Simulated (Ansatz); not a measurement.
Basis-set extrapolation for C₃H₆O₂S (`OC1COCS1`) (PBE0-D4/def2-TZVP geometry, frozen core, Ansatz). Multiplicity 1, RHF reference.

```
                      def2-TZVPP   def2-QZVPP
                 HF  -664.446063  -664.469570
    MP2 correlation    -1.151375    -1.238062
CCSD(T) correlation    -1.240053      not run
```

Energies in hartree. Use E(X) = E(∞) + A·exp(−7.88·√X) for Hartree–Fock and E(X) = E(∞) + B·X^(−2.97) for correlation, with X = 3 and 4, and add CCSD(T) minus MP2 of the smaller set to the MP2 limit.

What is the CCSD(T) energy at the basis-set limit?

HF limit: -664.469570 + (-0.023507) × 0.13774 = -664.47281. MP2 limit: -1.238062 + (-0.086687) × 0.74074 = -1.30227. Higher-order term: -1.240053 − (-1.151375) = -0.08868. Total: -665.86376 hartree, 111.5 kcal/mol below CCSD(T)/def2-TZVPP.
